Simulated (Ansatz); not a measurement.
The first iterations of a band of BClH₅N (8 atoms, charge 0, multiplicity 1).

These are results of RKS PBE-D4/def2-SVP (Ansatz), not measurements.

```
movable images  : 5
climbing image  : yes
spring          : 5.0 eV/Å²
optimiser       : quadratic models (default)
start path      : through a guess of the saddle point
force threshold : 0.05 eV/Å
iteration limit : 60
end points      : relaxed
```

Image 0:

```xyz
8
Properties=species:S:1:pos:R:3
B 0.013 -0.191 0.253
Cl 0.229 0.785 1.826
H 0.961 -0.073 -0.514
H -1.093 -0.037 -0.253
N 0.049 -1.745 0.764
H -0.084 -2.411 -0.012
H 0.949 -1.952 1.224
H -0.691 -1.906 1.466
```

Image 6:

```xyz
8
Properties=species:S:1:pos:R:3
B 0.092 -0.600 -0.421
Cl -0.390 0.188 3.050
H 1.095 0.050 -0.632
H -1.000 -0.282 -0.847
N 0.196 -1.764 0.362
H -0.589 -2.398 0.527
H 1.088 -2.132 0.699
H -0.161 -0.590 2.017
```

| iteration | highest image above the first end (eV) | largest band force component (eV/Å) |
| --- | --- | --- |
| 1 | 5.070 | 5.704 |
| 2 | 2.560 | 2.575 |
| 3 | 1.483 | 1.680 |

Q: Does the band converge within its limit, and where does its top end?

A: The run converged. It ended after 10 iterations with the highest image 1.163 eV above the first end. A vibrational analysis at the climbing image gives one clearly imaginary mode, 778i cm⁻¹: a first-order saddle point. The orbitals stay closed-shell, which can raise the energy where a bond breaks towards radicals; this wasn't checked here.

The run took 46 s on 1 thread of Intel(R) Xeon(R) 6975P-C (Granite Rapids), on a shared host, peak memory 0.14 GiB.
